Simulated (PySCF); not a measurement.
Structure problem from calculated spectra and properties.

Formula: C2H3F3.

| Item | Value |
| --- | --- |
| 1H NMR | chemical shifts (computed TMS as zero) by class: 1.85 (3 H) ppm [GIAO PBE0/pcSseg-1] |
| NMR, other nuclei | isotropic shieldings of nuclei other than C and H, by class: 250 (3 F) ppm [GIAO PBE0/pcSseg-1] |
| 13C NMR | chemical shifts (computed TMS as zero) by class: 135.1 (1 C), 23.4 (1 C) ppm [GIAO PBE0/pcSseg-1] |
| Couplings | largest of the computed one-bond spin–spin couplings (means over like bonds): 19F–13C -342.3 (×3), 13C–1H +137.6 (×3), 13C–13C +64.7 Hz [B3LYP/pcJ-1] |
| Rotational structure | rotational constants A, B, C: 5.554, 5.170, 5.167 GHz [GFN2-xTB] |
| Dipole | 2.36 D [PBE0/pcSseg-1] |

Gas-phase values; electronic properties from PySCF, density fitting. Levels stand in brackets. Geometry: GFN2-xTB; no solvent, vibrations or thermal averaging. NMR classes are plain means over equivalent atoms (diastereotopic ones count apart unless rotation or inversion swaps them), as if these changed places fast.

Q: What is the compound? Reason from the data.

A: Numbering: `[CH3:1][C:2]([F:3])([F:4])[F:5]`. Its formula, C2H3F3, gives 0 degrees of unsaturation, so no ring and no π bond. 2 carbons fall into 2 classes; from least to most shielded: CF3 carbon [C2] (135.1 ppm), methyl carbon [C1] (23.4 ppm). All hydrogens form one class (1.85 ppm): methyl hydrogen. The other shieldings belong to: 250 ppm, fluorine of a CF3 group [F3/F4/F5]. The couplings run between: -342.3 Hz, fluorine of a CF3 group [F3] and CF3 carbon [C2] (with 2 like pairs); +137.6 Hz, methyl carbon [C1] and its hydrogen (with 2 like pairs); +64.7 Hz, methyl carbon [C1] and CF3 carbon [C2]. The optimised geometry has point group C3v and is a prolate symmetric top (the spread among constants that symmetry makes equal is optimisation noise). Structure: 1,1,1-trifluoroethane (`FC(F)(F)C`). Computed isomers that give other values at the same levels: `FCC(F)F` (13C chemical shifts (computed TMS as zero) by class: 123.7 (1 C), 89.6 (1 C) ppm). The assignments are read from this structure; whether some other isomer fits the data as well wasn't checked.
